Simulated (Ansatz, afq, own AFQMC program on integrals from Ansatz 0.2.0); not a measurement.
**Atomization energy of SiNH2, quartet, worked out**

```xyz
4

Si    0.0000    0.0000    0.5558
N     0.0000    0.0000   -1.2927
H     0.0000    1.3020    1.2391
H     0.0000   -1.3020    1.2391
```

Connectivity, by distances: SiH2–N.

Basis cc-pVDZ. Only valence electrons are correlated. AFQMC by an in-house program on the Cholesky factors that Ansatz 0.2.0 writes for its CCSD(T) run. ph-AFQMC/CISD is guided by a CISD state made of CCSD amplitudes; releasing the constraint for a short imaginary time cuts its bias at the price of noise, slowly where states lie close. Uncertainties: one standard error, sampling alone.

Total energies in eV. CBS is CCSD(T) at the limit of def2-TZVPP/QZVPP (extrapolated itself); the highest rung of each member is named.

Cautions: SiNH₂ (quartet): another spin lies lower, its ph-AFQMC/CISD value lies 25 ± 10 meV above CCSDT(Q).

```tsv
member	count	CCSD(T)/cc-pVDZ	highest rung in cc-pVDZ	which	CCSD(T)/CBS
Si (triplet)	+1	-7861.7800	-7861.7922	FCI	-7862.5000
N (quartet)	+1	-1482.4355	-1482.4402	FCI	-1483.8573
H (doublet)	+2	-13.5861	-13.5861	FCI	-13.6059
SiNH₂, quartet	-1	-9378.0275	-9378.0704	CCSDT(Q)	-9381.4653
```

**Question.** Work out the best estimate of the atomization energy: the CCSD(T)/CBS difference plus the step from CCSD(T) to the highest rung.

**Answer.** Sums with the counts: CCSD(T)/CBS 7.8962 eV, highest rung 6.6658 eV, CCSD(T)/cc-pVDZ 6.6398 eV. The step is 6.6658 − 6.6398 = 0.0260 eV, so the best estimate is 7.8962 + (0.0260) = 7.9222 eV = 182.7 kcal/mol. The basis set is worth 1.256 eV of it. Zero-point, core-correlation and spin–orbit terms aren't in it. Past Ne the Hartree–Fock part of each CBS total tends to overshoot, since the cores don't follow the formula; that largely cancels in the difference.

Best estimates are given only where the step beyond CCSD(T) is under 0.3 eV and no member's determinant is very poor (T1 over 0.05, or 0.07 for open shells, ⟨S²⟩ too high by 0.3, two states mixed), so the hardest cases are missing from such tables.

CCSDT and higher add their correlation energy to the determinant of the CCSD(T) run, since their own runs factorise the integrals more tightly (a shift of under 2 meV). Each member of a difference takes its own highest rung, so a best estimate needn't equal the limit plus the step of one row.
